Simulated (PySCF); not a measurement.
Molecule: SMILES C=CCC1=CC1, C$_{6}$H$_{8}$.

Numbering as in the mapped SMILES `[CH2:1]=[CH:2][CH2:3][C:4]1=[CH:5][CH2:6]1`. Hydrogens are named by the atom that carries them. Ha(C1) is cis to C3; Hb(C1) is trans to C3.

Geometry PBE0-D3(BJ)/def2-SVP throughout; GIAO in PySCF 2.14.0 with density-fitted response routines, gas phase, one conformer, non-relativistic; equivalent atoms averaged; basis pcSseg-1.

Question: How do the absolute shieldings σ depend on the functional? (a selection of nuclei; ppm; last column core-seconds on shared hosts with different chips, so compare them loosely; the GGAs took longer than the global hybrids here, which isn't the general rule, and the cause wasn't traced)

Answer: 
```tsv
functional	kind	C4	C1	C5	C3	C6	H(C5)	Ha(C1)	Hb(C1)	H(C6)	core-s
HF	Hartree–Fock	59.9	67.0	80.6	159.9	186.9	24.48	26.23	26.32	30.42	5.2
LDA	LDA	48.5	52.3	71.1	140.0	169.3	24.30	25.30	25.38	29.69	15
PBE	GGA	53.5	58.0	74.7	140.5	168.1	24.71	25.79	25.86	30.05	18
BLYP	GGA	47.7	54.2	70.2	135.1	163.8	24.91	26.08	26.16	30.21	18
BP86	GGA	53.3	57.7	74.4	140.3	167.8	24.76	25.86	25.93	30.11	18
OPBE	GGA	64.7	67.5	83.3	147.7	171.9	24.73	25.79	25.79	30.06	18
KT2	GGA	64.2	68.5	83.9	144.3	171.2	24.69	25.92	26.01	30.03	14
KT3	GGA	65.1	69.7	84.2	144.1	169.8	24.87	26.11	26.16	30.16	16
B97-D	GGA	57.0	61.6	77.5	140.7	167.4	24.94	26.11	26.17	30.24	16
B3LYP	global hybrid	50.1	55.8	71.9	141.2	169.3	24.76	26.03	26.11	30.22	11
PBE0	global hybrid	56.2	60.0	76.6	147.4	174.2	24.56	25.80	25.85	30.10	12
mPW1PW91	global hybrid	55.5	59.2	75.6	146.8	173.3	24.62	25.87	25.92	30.14	11
WP04	global hybrid	46.1	49.8	65.4	135.4	161.0	25.13	26.43	26.45	30.44	11
B97-2	global hybrid	58.7	62.5	78.5	147.1	173.2	24.73	25.98	26.03	30.20	10
BHandHLYP	global hybrid	53.3	59.0	74.5	148.7	176.3	24.58	26.04	26.12	30.25	10
CAM-B3LYP	range-separated hybrid	50.4	56.1	72.4	146.2	174.3	24.57	25.90	25.99	30.17	14
wB97X-D	range-separated hybrid	55.0	59.3	75.4	148.9	175.5	24.63	25.91	25.97	30.23	13
LC-wPBE	range-separated hybrid	56.0	59.1	75.8	154.9	180.8	24.47	25.75	25.78	30.19	20
```

Question: Which nucleus among those listed moves most, in ppm?

Answer: C6 (three-membered-ring carbon): from 161.0 ppm with WP04 to 186.9 ppm with HF. The smallest spread is 0.75 ppm, at H(C6). Proton shifts span only some 12 ppm, so a few tenths of a ppm matter as much there as several ppm in carbon.
